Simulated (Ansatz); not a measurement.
acetonitrile cation (C₂H₃N), SMILES CC#N (connectivity only; charge and spin as stated), charge +1, multiplicity 2. Atoms are numbered in the order given.

```xyz
6

C     -1.1456    -0.0386     0.0000
C      0.2510    -0.0096     0.0000
N      1.4525     0.0454     0.0000
H     -1.4626     1.0449     0.0000
H     -1.5540    -0.4557     0.9302
H     -1.5540    -0.4557    -0.9302
```
Charge +1, spin multiplicity 2.

Coordinates come from a B3LYP-D3(BJ)/def2-TZVP optimisation. The multiplicity is an assumed one; other spin states were not compared.

Two levels are set side by side: PBE-D3(BJ)/def2-TZVP (Ansatz, a first-principles code) and B3LYP-D3(BJ)/def2-TZVP (Ansatz). Each level has its own optimised geometry; the coordinates shown are those of the second. Differences are taken from unrounded values.

```json
[
 {"quantity": "mean bond length (Å)", "B3LYP-D3(BJ)": "1.185", "PBE-D3(BJ)": "1.194", "PBE-D3(BJ) minus B3LYP-D3(BJ)": "0.009"},
 {"quantity": "bond C1–C2 (Å)", "B3LYP-D3(BJ)": "1.397", "PBE-D3(BJ)": "1.397", "PBE-D3(BJ) minus B3LYP-D3(BJ)": "0.000"},
 {"quantity": "bond C2–N3 (Å)", "B3LYP-D3(BJ)": "1.203", "PBE-D3(BJ)": "1.213", "PBE-D3(BJ) minus B3LYP-D3(BJ)": "0.010"},
 {"quantity": "bond C1–H4 (Å)", "B3LYP-D3(BJ)": "1.129", "PBE-D3(BJ)": "1.141", "PBE-D3(BJ) minus B3LYP-D3(BJ)": "0.012"},
 {"quantity": "bond C1–H5 (Å)", "B3LYP-D3(BJ)": "1.098", "PBE-D3(BJ)": "1.109", "PBE-D3(BJ) minus B3LYP-D3(BJ)": "0.010"},
 {"quantity": "bond C1–H6 (Å)", "B3LYP-D3(BJ)": "1.098", "PBE-D3(BJ)": "1.109", "PBE-D3(BJ) minus B3LYP-D3(BJ)": "0.010"}
]
```

GGA bonds tend to be longer and softer than those of functionals with exact exchange. Differences between two approximate levels are no errors against the true value.
